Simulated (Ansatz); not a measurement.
**A reaction path, image by image**

AlNH$_{3}$Cl, closed shell, from AlNH₃Cl ([NH2][AlH][Cl]) to AlNH₃Cl ([NH3][Al][Cl]); PBE0-D4/def2-SVP (Ansatz 0.2.0). Settings:

```yaml
hamiltonian: {xc: pbe0, dispersion: d4}
neb:
  images: 5
  climbing: true
  max_iterations: 40
  initial_path: idpp
```

First end:

```json
{"atom": "Al1", "x (Å)": "-0.3074", "y (Å)": "-0.3449", "z (Å)": "-0.6211"}
{"atom": "N2", "x (Å)": "0.5519", "y (Å)": "0.3299", "z (Å)": "0.7536"}
{"atom": "H3", "x (Å)": "0.3455", "y (Å)": "-1.4204", "z (Å)": "-1.5607"}
{"atom": "Cl4", "x (Å)": "-2.2596", "y (Å)": "0.3391", "z (Å)": "-0.9742"}
{"atom": "H5", "x (Å)": "1.4902", "y (Å)": "0.0763", "z (Å)": "1.0171"}
{"atom": "H6", "x (Å)": "0.1794", "y (Å)": "1.0200", "z (Å)": "1.3853"}
```

Second end:

```xyz
6
angstrom
Al -1.0688 -1.1251 0.8124
N 0.6110 -0.0620 -0.2586
H 0.7898 -0.4486 -1.1804
Cl -2.1356 0.8150 0.7345
H 1.4860 -0.0848 0.2557
H 0.3176 0.9055 -0.3636
```

The ends were relaxed with PBE0-D4 in triple zeta, so they are not quite minima here (largest force components 0.30 and 0.27 eV/Å).

Energies along the converged band: It took 11 iterations. Path lengths are measured after rigid turns and shifts between images are taken out.
```csv
image,path length (Å),energy (kJ/mol)
0,0.00,0.0
1,0.66,23.3
2,1.32,139.1
3 (climbing),1.98,271.6
4,2.49,143.1
5,3.00,88.5
6,3.51,82.1
```
Energies count from the first end.

The images between the ends:
Image 1:
```xyz
6
angstrom
Al -0.5064 -0.3866 -0.4890
N 0.5845 0.3527 0.6655
H 0.3554 -1.3375 -1.3816
Cl -2.5130 0.2304 -0.6535
H 1.4400 -0.1597 0.8534
H 0.6397 1.3007 1.0053
```

Image 2:
```xyz
6
angstrom
Al -0.7152 -0.5937 -0.2189
N 0.6250 0.3418 0.4462
H 0.4526 -1.1639 -1.0991
Cl -2.6251 0.3002 -0.2697
H 1.4395 -0.2133 0.6905
H 0.8233 1.3289 0.4509
```

Image 3:
```xyz
6
angstrom
Al -0.8947 -0.8195 0.0945
N 0.6656 0.2440 0.1440
H 0.5188 -0.8900 -0.8541
Cl -2.6292 0.4189 0.0356
H 1.4746 -0.1956 0.5873
H 0.8650 1.2422 -0.0074
```

Image 4:
```xyz
6
angstrom
Al -1.0265 -0.9530 0.4026
N 0.6907 0.1267 -0.0414
H 0.5991 -0.6362 -0.7944
Cl -2.6011 0.5134 0.2522
H 1.5139 -0.1703 0.4864
H 0.8240 1.1194 -0.3054
```

Image 5:
```xyz
6
angstrom
Al -1.0698 -1.0327 0.8054
N 0.6529 0.0338 -0.1489
H 0.7140 -0.5243 -1.0032
Cl -2.4376 0.6304 0.4060
H 1.5261 -0.1292 0.3565
H 0.6145 1.0220 -0.4158
```

The band counts as converged below 0.05 eV/Å. Hardware: 2 CPU threads of an Arm Neoverse V2, shared host. Wall time about 64 s.
